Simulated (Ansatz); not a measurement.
Ansatz (a first-principles code) input (B2PLYP/cc-pVQZ):

Ansatz 0.2 input:
```yaml
crystal:
  periodic: [false, false, false]
  atoms:
    - {symbol: C, position_ang: [-0.00000000, -0.00000000, -0.73641303]}
    - {symbol: N, position_ang: [0.00000000, 0.00000000, 0.42763309]}
    - {symbol: H, position_ang: [0.00000000, 0.00000000, 1.42504654]}
basis:
  gaussian:
    orbitals: cc-pVQZ
hamiltonian:
  xc: {name: B2PLYP}
magnetization: {spin_polarized: false}
correlation: {electrons: outside_noble_gas}
```

Output:

```
Functional definition: B2PLYP
integrals: 0.11 GiB planned
834 factors; integrals over basis functions are off by at most 1.3e-3 eV
mean field: 0.41 GiB planned
mean field evaluation 1: about -2535.6622 eV, gradient 3.5e1 eV
mean field evaluation 2: about -2535.6634 eV, gradient 3.5e1 eV
mean field evaluation 4: about -2537.6514 eV, gradient 7.6e0 eV
mean field evaluation 8: about -2537.7713 eV, gradient 1.6e-2 eV
mean field -2537.77134802 eV, -93.2613768765 hartree, gradient 3.8e-6 eV, S^2 0.000000; 0 other end points of the search recorded, 0 dependent functions left out
2 core orbitals not correlated
reference -2537.77144825 eV, -93.2613805601 hartree; 5, 5 occupied and 133, 133 virtual orbitals, 834 factors
second order -11.82158732 eV of doubles, -0.00000000 eV of singles
Total energy: -2540.96327683 eV, -93.3786780968 hartree
```
